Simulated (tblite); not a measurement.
Potential energy surface of CS₂, singlet: map of symmetric stretch and bend. Scanned: C-S bond length and S-C-S angle.

Method: GFN2-xTB, 300 K electronic temperature (tblite).

Energy in kJ/mol above the lowest grid point; x is the C-S bond length (Å), y the S-C-S angle (°).

```
y \ x     1.32   1.40   1.47   1.55   1.63   1.71   1.78   1.86   1.94   2.02   2.09
------  ------  -----  -----  -----  -----  -----  -----  -----  -----  -----  -----
180      506.9  178.0   43.2    0.0   30.4  104.0  188.0  294.9  405.0  512.7  602.0
171.36   512.1  181.9   46.2    2.3   32.1  105.2  188.9  295.4  405.3  512.7  601.8
162.73   528.2  194.0   55.7    9.4   37.4  109.0  191.7  297.2  406.2  512.9  601.4
154.09   556.5  215.5   72.4   21.9   46.7  115.8  196.6  300.4  408.0  513.4  601.0
145.45   599.6  248.4   98.2   41.3   61.1  126.3  204.4  305.6  411.0  514.5  600.7
136.82   661.4  295.9  135.6   69.5   82.1  141.8  216.0  313.6  415.9  516.9  600.9
128.18   747.6  363.0  189.0  110.1  112.6  164.3  233.0  325.5  423.7  521.0  601.7
119.55   865.3  456.5  264.3  168.1  156.7  197.3  258.2  343.5  435.9  527.9  602.5
110.91  1024.2  585.8  370.6  251.7  221.4  246.5  296.4  371.4  454.6  536.5  602.9
102.27  1176.8  723.0  491.6  352.7  302.3  308.4  342.7  401.0  468.9  538.6  599.3
93.64   1173.8  709.7  475.1  334.9  283.5  287.7  319.6  375.6  443.2  515.5  579.5
85      1233.0  726.6  468.2  310.1  247.4  244.9  274.1  329.4  398.5  474.7  543.9
```

Points that lie below all their neighbours on the grid: x = 1.55, y = 180 on the edge of the grid (0.0 kJ/mol); x = 1.71, y = 85 on the edge of the grid (244.9 kJ/mol). The lowest path on the grid from the first to the second passes x = 1.63, y = 102.27 at 302.3 kJ/mol.
